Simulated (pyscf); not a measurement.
One insertion on the singlet surface with elements of a group swapped. CCSD(T)/def2-TZVPP + ΔMP2(QZVPP), kcal/mol, from the separated reactants. PySCF, gas phase, ωB97X-D3(BJ)/def2-SVP geometries. MP2 and CC: frozen core, UHF for open shells. ΔMP2 is the change of the MP2 total energy from the triple- to the quadruple-zeta basis.

```csv
step,barrier,reaction energy,imaginary mode (i cm⁻¹)
`[GeH4]` + `[GeH2]` [singlet] → `[GeH3][GeH3]`,___,___,492
`[GeH2]` [singlet] + `[SiH4]` -> `[SiH3][GeH3]`,-5.4,-44.7,436
`[SnH2]` [singlet] + `[GeH4]` → `[GeH3][SnH3]`,9.0,-30.3,551
```

Question: Complete the blanks.

Answer: 
- `[GeH4]` + `[GeH2]` [singlet] → `[GeH3][GeH3]`, barrier: -4.5
- `[GeH4]` + `[GeH2]` [singlet] → `[GeH3][GeH3]`, reaction energy: -48.4

Row 1: On the reactant side the descent ends in an adduct with a Ge–Ge contact, 10.9 kcal/mol under the separated species and 4.3 kcal/mol under the saddle at ωB97X-D3(BJ)/def2-TZVP. Row 2: On the reactant side the descent ends in an adduct with a Ge–Si contact, 11.1 kcal/mol under the separated species and 3.6 kcal/mol under the saddle at ωB97X-D3(BJ)/def2-TZVP. Row 3: On the reactant side the descent ends in a bound adduct, 8.2 kcal/mol under the separated species and 14.6 kcal/mol under the saddle at ωB97X-D3(BJ)/def2-TZVP. Each row is the saddle that its search found. The CCSD(T) − MP2 part came from Ansatz, without density fitting, on the same reference. The frozen core leaves the outer d or s,p core shells of the metals and heavy elements correlated in the MP2 and CC values, and def2-TZVPP describes them poorly, which can shift differences by a few kcal/mol. Elements up to Kr have no core potential and no relativistic terms here. Elements past Kr carry the def2 core potentials, without spin-orbit coupling.
